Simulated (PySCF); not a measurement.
# Boron: a sound run and one with changed settings

Sound run: B [He] 2s2 2p1, B⁺ [He] 2s2. All numbers are calculated (PySCF 2.14, the spin-free X2C one-electron Hamiltonian (Gaussian nucleus), in cc-pVTZ-DK). The sound run starts from symmetry-adapted Hartree-Fock orbitals and uses a fine grid where one is needed.

A second run was set up differently.

| species | method | sound run (hartree) | changed run (hartree) | converged |
| --- | --- | --- | --- | --- |
| B | UHF | -24.53880 | -24.53880 | yes |
| B | BP86 | -24.65699 | -24.77827 | yes |
| B | PBE | -24.61687 | -24.73851 | yes |
| B⁺ | UHF | -24.24351 | -24.24351 | yes |
| B⁺ | BP86 | -24.33568 | -24.48129 | yes |
| B⁺ | PBE | -24.29842 | -24.44492 | yes |

Ionisation energy of B:

| method | sound run (eV) | changed run (eV) |
| --- | --- | --- |
| UHF | 8.035 | 8.035 |
| BP86 | 8.743 | 8.081 |
| PBE | 8.666 | 7.989 |

(1) What was changed?
A. basis contracted for another Hamiltonian
B. level shift left on
C. radial grid too coarse
D. minimal basis

Answers

(1) C. It used radial step 1.2 in ln r (0.13 in the sound run). A coarse radial grid mis-integrates the density and the exchange-correlation energy, with errors of either sign; Hartree-Fock needs no grid.
